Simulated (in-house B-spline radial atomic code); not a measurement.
**RPA and G0W0 on PBE0: Kr**

Configuration [Ar] 3d10 4s2 4p6, mean-field start PBE0. Computed with a B-spline radial code for spherical atoms: all electrons, scalar-relativistic (spin-free one-electron X2C), finite nucleus, each spin shell either full or empty, empty states to l = 9 with an (l + 1/2)⁻⁴ tail; G0W0 by contour deformation at full frequency.

Command:
```bash
python run_gw.py task.json out
```
Settings (radii: box in bohr, nucleus in fm):
```
Z                        36
electrons                36
configuration            [Ar] 3d10 4s2 4p6
hamiltonian              x2c
method                   pbe0
lmax                     9
rms_radius               4.1884
spin_polarised           False
box_radius               40
intervals                73
```

Time taken, with all properties: 3.1 s on 1 thread of Arm Neoverse V1 (shared host).

Energies (hartree):

| term | value |
| --- | --- |
| mean-field total | -2789.82764 |
| Hartree-Fock functional on these orbitals | -2788.25994 |
| direct second order | -2.9641 |
| second-order exchange | 0.85286 |
| SOSEX correction | 0.78629 |

(1) What is the RPA correlation energy, and what remains with SOSEX?

Quasi-particle levels (eV):

```tsv
level	occupied	mean field	Σx - vxc	Σc	QP weight	G0W0
4p	yes	-10.736	-3.38	?	?	?
```

G0W0 = mean field + (Σx - vxc) + Σc, with Σc (partial-wave tail included) taken at the quasi-particle energy. Only the outer levels were computed. Levels of low weight are left out.

(2) Where does G0W0 put 4p?

## Answers

(1) RPA gives -2.5788 hartree (-1.95 eV per electron); RPA + SOSEX gives -1.7926, and the second-order doubles -2.1112 hartree (no singles). RPA lacks exchange-type terms and so overcorrelates at short range.

(2) At -14.207 eV, with Σc = -0.09 eV and a quasi-particle weight of 0.894. The tabulated removal energy is 14.000 eV (NIST, measured); the calculation leaves out spin-orbit coupling, Breit and QED terms, and what these don't explain is the method's own error.
